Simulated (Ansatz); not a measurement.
Input file:

```yaml
crystal:
  periodic: [false, false, false]
  atoms:
    - {symbol: Ge, position_ang: [0.000000, 0.000000, 0.000000]}
    - {symbol: Ge, position_ang: [0.000000, 0.000000, 2.281800]}
basis:
  gaussian: {orbitals: STO-3G, point_charges: [{charge: 1.00, position_ang: [2.801, -0.512, 0.121]}]}
magnetization: {spin_polarized: false}
hamiltonian: {xc: {name: r2SCAN}}
correlation: {method: ccsdtq, electrons: valence}
scf: {lower_state_search: off}
```

```sh
$ ansatz run in.yaml --threads 1 --pin off --events-out ev --progress --plain --max-ram 2393MiB
```

Roughly how long does this take on 1 thread of Arm Neoverse V1, shared host, and how much host memory?

45 s wall and 0.25 GiB.

```
these checks for a lower state are left out or cut short: stability, starts, cluster_reference, orbital_swaps, neighbouring_geometries, increment
427 factors; integrals over basis functions are off by at most 3.4e-8 eV
mean field evaluation 1: about -111268.6924 eV, gradient 2.6e2 eV
mean field evaluation 2: about -111268.6647 eV, gradient 2.6e2 eV
mean field evaluation 4: about -110903.8776 eV, gradient 2.4e1 eV
mean field evaluation 8: about -111718.7856 eV, gradient 6.6e1 eV
mean field evaluation 16: about -111730.2103 eV, gradient 1.7e1 eV
mean field evaluation 32: about -111731.7276 eV, gradient 1.1e-4 eV
mean field -111731.72759006 eV, -4106.0652544495 hartree, gradient 4.4e-6 eV, S^2 0.000000; 0 other end points of the search recorded, 0 dependent functions left out
18 core orbitals not correlated: weight in the atoms' cores, before any rotation towards them, 1.000 or more for the frozen orbitals, at most 0.000 for the correlated occupied ones
reference -111652.06031272 eV, -4103.1375360080 hartree; 14, 14 occupied and 4, 4 virtual orbitals, 427 factors
second order -7.07222166 eV of doubles, -2.83826728 eV of singles
cycle   1  -3.75187133 eV  change     6.0e0 eV  update   4.9e-1
cycle   2  -7.00159589 eV  change    -3.2e0 eV  update   6.0e-1
cycle   3  -7.14278646 eV  change   -1.4e-1 eV  update   1.1e-1
cycle   4  -7.79218107 eV  change   -6.5e-1 eV  update   1.3e-1
...
cycle  37  -8.23893464 eV  change    6.4e-6 eV  update   5.7e-5
cycle  38  -8.23890765 eV  change    2.7e-5 eV  update   5.0e-5
cycle  39  -8.23889659 eV  change    1.1e-5 eV  update   5.5e-5
cycle  40  -8.23892626 eV  change   -3.0e-5 eV  update   2.5e-5
cycle  41  -8.23890616 eV  change    2.0e-5 eV  update   1.3e-5
cycle  42  -8.23890208 eV  change    4.1e-6 eV  update   1.2e-5
cycle  43  -8.23889703 eV  change    5.0e-6 eV  update   6.7e-6
cycle  44  -8.23889761 eV  change   -5.8e-7 eV  update   3.7e-6
cycle  45  -8.23889384 eV  change    3.8e-6 eV  update   3.1e-6
cycle  46  -8.23889158 eV  change    2.3e-6 eV  update   2.4e-6
WARN: these amplitudes may be one of several solutions (largest doubles amplitude 0.72, level shift 0.00 eV)
Total energy: -111660.29920430 eV, -4103.4403096890 hartree
Checks for a lower state left out: stability, starts, cluster_reference, orbital_swaps, neighbouring_geometries, increment
```

The T1 diagnostic is 0.080.
